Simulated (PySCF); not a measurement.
TDDFT excited states: C2HF2N

Species: CHF2CN, C₂HF₂N.
SMILES with atom numbers: `[N:1]#[C:2][CH:3]([F:4])[F:5]` (hydrogens: H6 on C3)

Level of theory: TDDFT wB97X-D/def2-SVPD, vertical, gas phase, core orbitals frozen in the response (PySCF). Geometry: GFN2-xTB; no solvent, vibrations or thermal averaging.

```csv
state,E (eV),E (hartree),f,symmetry,"main configurations (H = HOMO, L = LUMO)"
S1,7.62,0.2799,0.0005,–,"H→L (77%), H-1→L+1 (12%)"
S2,8.04,0.2955,0.0003,–,"H-1→L (51%), H→L+1 (38%)"
S3,8.11,0.2979,0.0009,–,"H-1→L+1 (74%), H→L (14%)"
S4,8.75,0.3214,0.012,A″,H-2→L (93%)
S5,9.06,0.3329,0.013,A′,"H-2→L+1 (81%), H→L+1 (8%)"
S6,9.70,0.3564,0.0009,–,H-3→L (94%)
S7,9.94,0.3654,0.058,A′,"H-3→L+1 (62%), H→L+1 (15%), H→L+2 (14%)"
S8,10.36,0.3806,0.062,A′,"H→L+2 (60%), H-3→L+1 (22%)"
```

Triplets (Tamm–Dancoff): T1 6.36 eV, H-1→L (58%), H→L+1 (26%); T2 6.98 eV, H→L (62%), H-1→L+1 (23%); T3 7.03 eV, H→L+1 (48%), H-1→L (34%).

The lowest singlet lies at 7.62 eV (163 nm, vacuum ultraviolet) and is dark (f under 0.0005); its leading configuration is HOMO→LUMO (77%). The most intense listed level is S8 at 10.36 eV (120 nm, f = 0.062), 2.74 eV above S1. It is the last of those listed, so stronger ones may follow. Löwdin shares by element: HOMO nitrogen 44%, carbon 43%, hydrogen 6%; LUMO carbon 44%, nitrogen 34%, fluorine 9% or more. Orbital energies (eV): HOMO-3 -13.93, HOMO-2 -13.24, HOMO-1 -12.95, HOMO -12.82, LUMO 1.03, LUMO+1 1.21, LUMO+2 2.25. Weighted by f, the mean energy of these states is 9.91 eV. The listed states span 2.74 eV. Symmetry labels in Cs follow from the direction of the transition dipole and are given only for states with f of 0.002 or more. Only the lowest 8 singlets were computed, as vertical energies without vibronic structure.
